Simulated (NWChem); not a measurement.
System: C4H10 cation, doublet; SMILES of the neutral closed-shell parent CC(C)C

NWChem input:

```
start job
memory heap 200 mb stack 900 mb global 1100 mb
charge 1
geometry units angstroms noautoz
  C      0.375401     1.434702    -0.050996
  C      0.000000     0.000000     0.152294
  C      1.054788    -1.042458    -0.050996
  C     -1.430189    -0.392244    -0.050996
  H      1.378582     1.687329     0.320966
  H      0.414322     1.584000    -1.160165
  H     -0.375345     2.146336     0.321214
  H      0.000000     0.000000     1.359617
  H      2.046454    -0.748109     0.321214
  H      1.164623    -1.150813    -1.160165
  H      0.771979    -2.037552     0.320966
  H     -1.671109    -1.398227     0.321214
  H     -2.150561     0.350223     0.320966
  H     -1.578945    -0.433187    -1.160165
end
basis spherical
  * library cc-pvdz
end
dft
  odft
  mult 2
  xc xtpss03 ctpss03
  iterations 150
  mulliken
end
task dft energy
```

In the optimisation the excess spin sits in a (C3, its own frame). Coordinates come from a PBE0/def2-SVP, spin-unrestricted optimisation. No frequency run checked for a minimum. This spin state was assumed; another may lie lower. No stability test was run on the SCF state.

### Question
What results follow from this input? (TPSS/cc-pVDZ, spin-unrestricted.) Quantities: basis functions; energy (Ha); highest occupied level (eV); lowest empty minus highest occupied level, either spin (eV); <S²>.

### Answer
```
Property                                                      Result
-----------------------------------------------------------  -------
number of basis functions                                        106
energy (Ha)                                                  -158.11
highest occupied level (eV)                                   -13.76
lowest empty minus highest occupied level, either spin (eV)     1.33
<S²>                                                           0.754
```
